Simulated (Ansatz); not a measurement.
Geometry optimisation, RKS PBE/6-31G (Ansatz 0.2.0).

Input:

```yaml
crystal:
  periodic: [false, false, false]
  atoms:
    - { symbol: C, position_ang: [-0.49214, 0.40705, -0.33967] }
    - { symbol: C, position_ang: [-0.30206, -1.11023, -0.27008] }
    - { symbol: S, position_ang: [1.1746, -0.9694, 0.80686] }
    - { symbol: C, position_ang: [0.69991, 0.78128, 0.54447] }
    - { symbol: H, position_ang: [-0.40591, 0.79775, -1.35327] }
    - { symbol: H, position_ang: [-1.44543, 0.73339, 0.07491] }
    - { symbol: H, position_ang: [-0.0596, -1.58985, -1.21626] }
    - { symbol: H, position_ang: [-1.10378, -1.65444, 0.22484] }
    - { symbol: H, position_ang: [0.44385, 1.26777, 1.48329] }
    - { symbol: H, position_ang: [1.49057, 1.33667, 0.04491] }
basis:
  gaussian: { orbitals: "6-31G" }
hamiltonian:
  xc: pbe
relax:
  f_tol: 0.02
  max_steps: 40
output:
  orbitals: {}
```

Command:

```bash
$ ansatz run input.yaml --threads 1 --pin off --max-ram 2048MiB --backend cpu --events-out ev --progress --plain --runs-dir out
```

Task: Where does it end, and by what steps?

Result: The forces met the threshold. The force dipped under the threshold on the way, but the program's further checks kept it going. Limits of this set-up: no polarisation functions. After 16 steps the energy has fallen by 0.220 eV; S3 moved furthest, 0.36 Å.

```
step  energy less start (eV)  largest force component (eV/Å)  accepted
   0                  0.0000                           1.931       yes
   1                 -0.1565                           0.906       yes
   2                 -0.1829                           0.357       yes
   3                 -0.2075                           0.070       yes
   4                 -0.2078                           0.020       yes
   5                 -0.2079                           0.021       yes
   6                 -0.2080                           0.006       yes
   7                 -0.2080                           0.004       yes
   8                 -0.2083                           0.052       yes
   9                 -0.1969                           0.296        no
  10                 -0.2105                           0.054       yes
  11                 -0.2127                           0.094       yes
  12                 -0.2144                           0.090       yes
  13                 -0.2166                           0.174       yes
  14                 -0.2159                           0.231        no
  15                 -0.2199                           0.022       yes
  16                 -0.2200                           0.008       yes
```

```xyz
10
Properties=species:S:1:pos:R:3
C -0.454 0.414 -0.404
C -0.343 -1.125 -0.253
S 1.420 -0.984 0.538
C 0.680 0.806 0.579
H -0.199 0.722 -1.431
H -1.444 0.832 -0.154
H -0.344 -1.713 -1.181
H -1.042 -1.558 0.477
H 0.334 1.040 1.597
H 1.393 1.567 0.232
```

The run took 25 s on 1 thread of Intel(R) Xeon(R) 6975P-C (Granite Rapids), with other jobs on the host, peak memory 0.13 GiB.
